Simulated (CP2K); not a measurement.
**HCl (hydrogen chloride) at PBE0/TZV2P-MOLOPT-PBE0-GTH (core potential)**

Aim: the vertical ionisation energy of HCl (hydrogen chloride) at PBE0/TZV2P-MOLOPT-PBE0-GTH (core potential), from 2 runs. 

The results are computed with CP2K 2026.2.

1 further run of the same task is left out (set aside as unsound or not needed).

## (1) The system as given

HCl: 2 atoms, total charge 0, spin state singlet. As SMILES, `Cl`. The coordinates come from a PBE0-D4/def2-TZVP relaxation.

Bond lengths: Cl1–H2 1.279 Å.

## (2) The energy at PBE0/TZV2P-MOLOPT-PBE0-GTH (core potential)

Contents of calc.inp:

```
&FORCE_EVAL
  METHOD Quickstep
  &DFT
    BASIS_SET_FILE_NAME BASIS_MOLOPT_UZH
    BASIS_SET_FILE_NAME BASIS_ADMM_UZH
    POTENTIAL_FILE_NAME POTENTIAL_UZH
    &QS
      METHOD GPW
      EPS_DEFAULT 1.0E-10
    &END
    &MGRID
      CUTOFF 400
      REL_CUTOFF 50
      NGRIDS 4
    &END
    &POISSON
      PERIODIC NONE
      POISSON_SOLVER WAVELET
    &END
    &SCF
      SCF_GUESS ATOMIC
      EPS_SCF 1.0E-06
      MAX_SCF 150
      ADDED_MOS 3
      &DIAGONALIZATION
        ALGORITHM STANDARD
      &END
      &MIXING
        METHOD DIRECT_P_MIXING
        ALPHA 0.4
      &END
    &END
    &XC
      &XC_FUNCTIONAL
        &PBE
          SCALE_X 0.75
          SCALE_C 1.0
        &END
      &END
      &HF
        FRACTION 0.25
        &SCREENING
          EPS_SCHWARZ 1.0E-09
        &END
        &MEMORY
          MAX_MEMORY 1050
        &END
      &END
    &END
    &AUXILIARY_DENSITY_MATRIX_METHOD
      ADMM_TYPE ADMMS
      EXCH_CORRECTION_FUNC PBEX
    &END
    &PRINT
      &MOMENTS
        PERIODIC F
        REFERENCE COM
        MAX_MOMENT 1
      &END
      &MO ON
        ENERGIES T
        OCCUPATION_NUMBERS T
        NDIGITS 6
        &EACH
          QS_SCF 0
        &END
        ADD_LAST NUMERIC
      &END
      &HIRSHFELD OFF
      &END
    &END
  &END
  &SUBSYS
    &CELL
      ABC 11.1 11.1 11.1
      PERIODIC NONE
    &END
    &COORD
      Cl     0.546000    -0.178500     0.280800
      H     -0.546000     0.178500    -0.280800
    &END
    &TOPOLOGY
      &CENTER_COORDINATES
      &END
    &END
    &KIND Cl
      BASIS_SET ORB TZV2P-MOLOPT-PBE0-GTH-q7
      BASIS_SET AUX_FIT admm-tzp-q7
      POTENTIAL GTH-PBE0-q7
    &END
    &KIND H
      BASIS_SET ORB TZV2P-MOLOPT-PBE0-GTH-q1
      BASIS_SET AUX_FIT admm-tzp-q1
      POTENTIAL GTH-PBE0-q1
    &END
  &END
&END
&GLOBAL
  PROJECT_NAME calc
  RUN_TYPE ENERGY
  PRINT_LEVEL MEDIUM
&END
```

Launch:

```
$ OMP_NUM_THREADS=1 cp2k.psmp -i calc.inp > calc.out 2>&1
```

Output:

```text
CP2K| version string:                                       CP2K version 2026.2
[...]
 GLOBAL| Method name                                                        CP2K
[...]
 GLOBAL| Run type                                                         ENERGY
[...]
 DFT| Spin restricted Kohn-Sham (RKS) calculation                            RKS
 DFT| Multiplicity                                                             1
[...]
 DFT| Charge                                                                   0
[...]
 FUNCTIONAL| PBE:
 QS| Method:                                                                 GPW
[...]
 QS| Density cutoff [a.u.]:                                                200.0
[...]
 QS| Relative density cutoff [a.u.]:                                        25.0
[...]
                             - Atoms:                                          2
[...]
                             - Spherical basis functions:                     43
[...]
 Number of electrons:                                                          8
[...]
     1 P_Mix/Diag. 0.40E+00    4.1     0.88351045       -15.4038886758 -1.54E+01
[...]
    12 DIIS/Diag.  0.35E-06    3.8     0.00000044       -15.5985449642 -3.44E-12
  *** SCF run converged in    12 steps ***
[...]
  Overlap energy of the core charge distribution:               0.00000040853717
  Self energy of the core charge distribution:                -34.87683093369870
  Core Hamiltonian energy:                                      8.17618829506928
  Hartree energy:                                              14.35645623836044
  Exchange-correlation energy:                                 -2.50521119239023
  Hartree-Fock Exchange energy:                                -0.74914778008768
  Total energy:                                               -15.59854496420973
[...]
                     Mulliken Population Analysis
 #  Atom  Element  Kind  Atomic population                           Net charge
       1     Cl       1          7.240485                             -0.240485
       2     H        2          0.759515                              0.240485
 # Total charge                              8.000000                 -0.000000
[...]
  Dipole moment [Debye]
    X= -0.1011912E+01 Y=  0.3308173E+00 Z= -0.5204120E+00  Total=      1.1850044
 ENERGY| Total FORCE_EVAL ( QS ) energy [hartree]            -15.598544964209729
[...]
```

Wall time 47 s (1 thread of Arm Neoverse V1, shared host); peak memory 1.1 GiB.

## (3) The doublet cation, same level

Edit calc.inp of step 2 so:

```diff
@@ -1 +1,7 @@
+&GLOBAL
+  PROJECT calc
+  RUN_TYPE ENERGY
+  PRINT_LEVEL MEDIUM
+&END
+
 &FORCE_EVAL
@@ -6,2 +12,5 @@
     POTENTIAL_FILE_NAME POTENTIAL_UZH
+    CHARGE 1
+    MULTIPLICITY 2
+    LSD T
     &QS
@@ -22,10 +31,10 @@
       EPS_SCF 1.0E-06
-      MAX_SCF 150
-      ADDED_MOS 3
-      &DIAGONALIZATION
-        ALGORITHM STANDARD
+      MAX_SCF 50
+      &OT ON
+        MINIMIZER DIIS
+        PRECONDITIONER FULL_SINGLE_INVERSE
       &END
-      &MIXING
-        METHOD DIRECT_P_MIXING
-        ALPHA 0.4
+      &OUTER_SCF
+        EPS_SCF 1.0E-06
+        MAX_SCF 5
       &END
@@ -43,2 +52,6 @@
           EPS_SCHWARZ 1.0E-09
+          SCREEN_ON_INITIAL_P F
+        &END
+        &INTERACTION_POTENTIAL
+          POTENTIAL_TYPE COULOMB
         &END
@@ -59,10 +72,6 @@
       &END
-      &MO ON
-        ENERGIES T
-        OCCUPATION_NUMBERS T
-        NDIGITS 6
-        &EACH
-          QS_SCF 0
-        &END
-        ADD_LAST NUMERIC
+      &MO_CUBES
+        NLUMO 3
+        NHOMO -1
+        WRITE_CUBE F
       &END
@@ -74,3 +83,3 @@
     &CELL
-      ABC 11.1 11.1 11.1
+      ABC [angstrom] 11.1 11.1 11.1
       PERIODIC NONE
@@ -78,4 +87,5 @@
     &COORD
-      Cl     0.546000    -0.178500     0.280800
-      H     -0.546000     0.178500    -0.280800
+      UNIT bohr
+      Cl     1.0317905    -0.3373161     0.5306351
+      H     -1.0317905     0.3373161    -0.5306351
     &END
@@ -97,6 +107 @@
 &END
-&GLOBAL
-  PROJECT_NAME calc
-  RUN_TYPE ENERGY
-  PRINT_LEVEL MEDIUM
-&END
```

Launch:

```
$ OMP_NUM_THREADS=1 cp2k.psmp -i calc.inp -o calc.out
```

Output:

```text
CP2K| version string:                                       CP2K version 2026.2
[...]
 GLOBAL| Method name                                                        CP2K
[...]
 GLOBAL| Run type                                                         ENERGY
[...]
 DFT| Spin unrestricted (spin-polarized) Kohn-Sham calculation               UKS
 DFT| Multiplicity                                                             2
[...]
 DFT| Charge                                                                   1
[...]
 FUNCTIONAL| PBE:
 QS| Method:                                                                 GPW
[...]
 QS| Density cutoff [a.u.]:                                                200.0
[...]
 QS| Relative density cutoff [a.u.]:                                        25.0
[...]
                             - Atoms:                                          2
[...]
                             - Spherical basis functions:                     43
[...]
 Number of electrons:                                                          4
[...]
     1 OT DIIS     0.80E-01    9.7     0.06836917       -14.9146257203 -1.49E+01
[...]
    19 OT DIIS     0.80E-01    8.3     0.00000099       -15.1332665051 -1.52E-10
  *** SCF run converged in    19 steps ***
[...]
  Overlap energy of the core charge distribution:               0.00000040853693
  Self energy of the core charge distribution:                -34.87683093369870
  Core Hamiltonian energy:                                      7.87049002279335
  Hartree energy:                                              14.80953781043191
  Exchange-correlation energy:                                 -2.25717945925370
  Hartree-Fock Exchange energy:                                -0.67928435388498
  Total energy:                                               -15.13326650507518
[...]
                     Mulliken Population Analysis
 #  Atom  Element  Kind  Atomic population (alpha,beta) Net charge  Spin moment
       1     Cl       1         3.674199     2.675027     0.650774     0.999172
       2     H        2         0.325801     0.324973     0.349226     0.000828
 # Total charge and spin        4.000000     3.000000     1.000000     1.000000
[...]
  Dipole moment [Debye]
    X= -0.1387869E+01 Y=  0.4537286E+00 Z= -0.7137638E+00  Total=      1.6252718
[...]
 HOMO - LUMO gap [eV] :    3.611729
 ENERGY| Total FORCE_EVAL ( QS ) energy [hartree]            -15.133266505075184
[...]
```

Wall time 2.7 min (1 thread of Arm Neoverse V1, shared host); peak memory 1.5 GiB.

## (4) Results

Level: PBE0/TZV2P-MOLOPT-PBE0-GTH (core potential).

| quantity | value |
| --- | --- |
| singlet HCl: total energy | -15.59854 Eh |
| singlet HCl: dipole moment | 1.19 D |
| singlet HCl: HOMO energy | -9.42 eV |
| singlet HCl: LUMO energy | 0.69 eV |
| singlet HCl: HOMO–LUMO gap | 10.11 eV |
| doublet cation: total energy | -15.13327 Eh |
| doublet cation: HOMO energy (highest over α and β) | -19.40 eV |
| doublet cation: LUMO energy (lowest over α and β) | -15.78 eV |
| doublet cation: ⟨S²⟩ | 0.756 |
| vertical ionisation energy (to the doublet cation) | 12.661 eV |

The vertical ionisation energy comes to 12.66 eV (1222 kJ/mol). −ε(HOMO) before ionisation, 9.42 eV, is 3.24 eV below this ionisation energy.
